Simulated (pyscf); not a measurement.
## Four-centre exchange: HO–B(Cl)–Cl + hydrogen chloride (HCl) → HO–B(Cl)–Cl + hydrogen chloride (HCl)

Gas phase, singlet surface, charge 0. Bonds broken: O1–H5, Cl6–H7. Bonds formed: O1–H7, H5–Cl6. Single points on ωB97X-D3(BJ)/def2-SVP structures (PySCF, gas phase). Correlated levels are frozen-core, on RHF or UHF. ΔMP2 is the change of the MP2 total energy from the triple- to the quadruple-zeta basis.

Transition state (Å):

```xyz
7

O     -0.6520    -0.5696     0.2189
B     -1.8185    -1.2106    -0.1886
Cl    -1.6837    -2.7716    -0.9263
Cl    -3.3318    -0.4133     0.0818
H     -0.5064     0.4946     0.0462
Cl     0.8282     1.0136    -1.0706
H      0.2373    -0.5704    -0.4078
```

One imaginary mode, 1435i cm⁻¹; descent along it reached the two sides named.

```tsv
bond	change	reactant side (Å)	saddle	product side
O1–H5	breaks	0.966	1.088	2.014
Cl6–H7	breaks	1.289	1.816	4.0
O1–H7	forms	2.017	1.088	0.966
H5–Cl6	forms	4.0	1.816	1.289
```

Electronic energies relative to the separated reactants (kJ/mol):

| level | barrier | reaction energy | reverse barrier |
|---|---|---|---|
| ωB97X-D3(BJ)/def2-TZVP | 151.9 | 0.0 | 151.9 |
| PBE/def2-TZVP | 122.4 | 0.0 | 122.4 |
| r²SCAN/def2-TZVP | 131.0 | 0.0 | 131.0 |
| B3LYP-D3(BJ)/def2-TZVP | 139.2 | 0.0 | 139.2 |
| PBE0-D3(BJ)/def2-TZVP | 133.9 | 0.0 | 133.9 |
| M06-2X/def2-TZVP | 146.3 | 0.0 | 146.3 |
| ωB97M-D3(BJ)/def2-TZVP | 148.3 | 0.0 | 148.3 |
| HF/def2-TZVP | 212.1 | 0.0 | 212.1 |
| MP2/def2-QZVPP | 146.4 | 0.0 | 146.4 |
| CCSD/def2-TZVPP | 170.9 | 0.0 | 170.9 |
| CCSD(T)/def2-TZVPP | 159.9 | 0.0 | 159.9 |
| CCSD(T)/def2-TZVPP + ΔMP2(QZVPP) | 156.2 | 0.0 | 156.2 |

With CCSD(T)/def2-TZVPP + ΔMP2(QZVPP) energies and thermal terms (ideal gas, 1 atm, RRHO with modes under 100 cm⁻¹ raised to 100, one conformer, R ln 2 for chiral ones without a mode under 150 cm⁻¹), in kJ/mol:

| T (K) | ΔH‡ | ΔG‡ | ΔH | ΔG |
|---|---|---|---|---|
| 298 | 150.3 | 191.6 | 0.0 | 0.0 |
| 600 | 149.1 | 234.1 | 0.0 | 0.0 |
| 900 | 149.9 | 276.5 | 0.0 | 0.0 |
| 1200 | 151.8 | 318.5 | 0.0 | 0.0 |

The same reactants have a lower exit, to Cl–B(Cl)–Cl + H₂O (barrier +101.4 kJ/mol at ωB97M-D3(BJ)/def2-TZVP, against +148.3 kJ/mol here). Another saddle between the same species, by other bonds, lies lower (116.7 kJ/mol against 148.3 kJ/mol at ωB97M-D3(BJ)/def2-TZVP). The CCSD(T) − MP2 part came from Ansatz, without density fitting, on the same reference.
